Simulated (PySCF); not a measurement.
## Ionisation energy of B by level of theory

B [He] 2s2 2p1 (2P) → B⁺ [He] 2s2 (1S), as a difference of total energies. Calculation: PySCF 2.14, in aug-cc-pCVTZ-DK; the spin-free X2C one-electron Hamiltonian (Gaussian nucleus). Correlated levels: valence and next inner shell: nothing frozen. The calculations carry no spin-orbit coupling.

| method | ionisation energy (eV) |
| --- | --- |
| UHF | 8.033 |
| MP2 (valence and next inner shell) | 8.272 |
| SCS-MP2 (valence and next inner shell) | 8.232 |
| CCSD (valence and next inner shell) | 8.198 |
| CCSD(T) (valence and next inner shell) | 8.230 |

Question: How much does correlation contribute at CCSD(T) (valence and next inner shell)?

Answer: 8.230 − (8.033) = 0.197 eV, measured against UHF.

Errors of the correlated levels include the incompleteness of this basis.

For comparison: 8.297 eV (measured; NIST levels, between the centres of gravity of the two terms).
